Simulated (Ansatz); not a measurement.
Structure relaxation of Tl₂H₃

Theory: DFT PBE, scalar-relativistic, plane waves, PAW in Ansatz 0.2.0. Cutoff 420 eV, Γ-centred k mesh, Gaussian smearing, no spin polarisation in the final step.

The start puts Tl₂H₃ on the tetradymite structure type (R-3m, No. 166), with Tl in place of Bi, H in place of Te, at a guessed volume.

```xyz
5
Lattice="1.6897 0.9756 7.8328 -1.6897 0.9756 7.8328 0.0000 -1.9512 7.8328" Properties=species:S:1:pos:R:3 pbc="T T T"
Tl    0.0000    0.0000    9.3994
Tl    0.0000    0.0000   14.0991
H     0.0000    0.0000    0.0000
H     0.0000    0.0000    4.9229
H     0.0000    0.0000   18.5756
```

Cell and atoms relax at zero pressure; the relaxation can't lower the symmetry of the start. After a coarse first stage the cell is made exact in the group found at 0.06 Å.

Energies over the elements count from the elements' standard structures at the same level (H₂ as a molecule), with no empirical corrections.

Task: Which crystal results?

Result: It keeps R-3m (No. 166), but not the shape of the type it started on. Conventional cell: a = 3.775 Å, c = 20.833 Å. Around Tl lie 3 H at 2.23 Å and 3 H at 2.68 Å; H on Wyckoff site a (1 atom of the primitive cell) has 6 Tl at 2.68 Å and 6 H at 2.99 Å; H on Wyckoff site c (2 atoms of the primitive cell) has 3 Tl at 2.23 Å.

```cif
data_structure
_symmetry_space_group_name_H-M 'R-3m:H'
_symmetry_Int_Tables_number 166
_cell_length_a 3.7746
_cell_length_b 3.7746
_cell_length_c 20.8330
_cell_angle_alpha 90.000
_cell_angle_beta 90.000
_cell_angle_gamma 120.000
_cell_volume 257.05
loop_
_atom_site_label
_atom_site_type_symbol
_atom_site_symmetry_multiplicity
_atom_site_Wyckoff_symbol
_atom_site_fract_x
_atom_site_fract_y
_atom_site_fract_z
_atom_site_occupancy
Tl1 Tl 6 c 0.66667 0.33333 0.74138 1
H1 H 3 a 0.00000 0.00000 0.00000 1
H2 H 6 c 0.33333 0.66667 0.90164 1
```

Task: What are its volume, energy, density and gap?

Result: The volume per atom is 17.14 Å³, the density is 7.98 g/cm³ and the energy over the elements is 0.51 eV/atom. The gap on the 12×12×12 mesh is 0 eV (a metal).

The final run used a 12×12×12 mesh on its 5-atom cell and 0.10 eV smearing. For metals, differences of a few meV/atom aren't resolved. Spin–orbit coupling is left out. Symmetry constrained the relaxation, so the result can be a saddle point. The steps took about 2.4 core-minutes in all.